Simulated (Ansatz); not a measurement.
Geometry optimisation, RKS B3LYP-D4/def2-SVP (Ansatz 0.2.0).

The input (input.yaml):

```yaml
crystal:
  periodic: [false, false, false]
  atoms:
    - { symbol: C, position_ang: [0.1652, 0.4212, -0.7781] }
    - { symbol: C, position_ang: [-0.2187, -0.3309, -1.7885] }
    - { symbol: H, position_ang: [-0.4897, 1.1475, -0.3243] }
    - { symbol: H, position_ang: [1.15, 0.3439, -0.3482] }
    - { symbol: H, position_ang: [0.4346, -1.0622, -2.2402] }
    - { symbol: H, position_ang: [-1.2076, -0.2593, -2.2125] }
    - { symbol: C, position_ang: [0.032, -0.0963, 2.5557] }
    - { symbol: "N", position_ang: [1.0126, 0.3472, 2.9265] }
    - { symbol: H, position_ang: [-0.8785, -0.5112, 2.2095] }
basis:
  gaussian: { orbitals: def2-SVP }
hamiltonian:
  xc: b3lyp
  dispersion: d4
relax:
  f_tol: 0.02
  max_steps: 40
output:
  orbitals: {}
```

Command:

```bash
$ ansatz run input.yaml --threads 1 --pin off --max-ram 2048MiB --backend cpu --events-out ev --progress --plain --runs-dir out
```

**Question.** Where does it end, and by what steps?

**Answer.** The forces met the threshold. The force dipped under the threshold on the way, but the program's further checks kept it going. After 25 steps the energy has fallen by 0.132 eV; N8 moved furthest, 1.39 Å.

```csv
step,energy less start (eV),largest force component (eV/Å),accepted
0,0.0000,1.945,yes
1,-0.0555,0.408,yes
2,-0.0479,0.695,no
3,-0.0617,0.202,yes
4,-0.0646,0.297,yes
5,-0.0671,0.562,yes
6,-0.0732,0.423,yes
7,-0.0812,0.022,yes
8,-0.0850,0.251,yes
9,-0.0788,1.211,no
10,-0.0899,0.035,yes
11,-0.0916,0.515,yes
12,-0.0928,1.028,yes
13,-0.1082,0.567,yes
14,-0.1198,0.126,yes
15,-0.1187,0.128,no
16,-0.1204,0.061,yes
17,-0.1244,0.088,yes
18,-0.1185,1.336,no
19,-0.1270,0.023,yes
20,-0.1291,0.219,yes
21,-0.1292,0.488,yes
22,-0.1309,0.052,yes
23,-0.1315,0.003,yes
24,-0.1317,0.057,yes
25,-0.1318,0.019,yes
```

```xyz
9
Properties=species:S:1:pos:R:3
C 0.281 0.753 -1.131
C -0.328 -0.425 -1.290
H -0.285 1.681 -0.998
H 1.373 0.843 -1.134
H 0.239 -1.350 -1.433
H -1.419 -0.513 -1.294
C 0.047 -0.325 2.403
N 0.074 -0.475 3.549
H 0.019 -0.189 1.329
```

Whether the end is a true minimum wasn't checked by a vibrational analysis.

The run took 66 s on 1 thread of Arm Neoverse V1, on a shared host, peak memory 0.14 GiB.
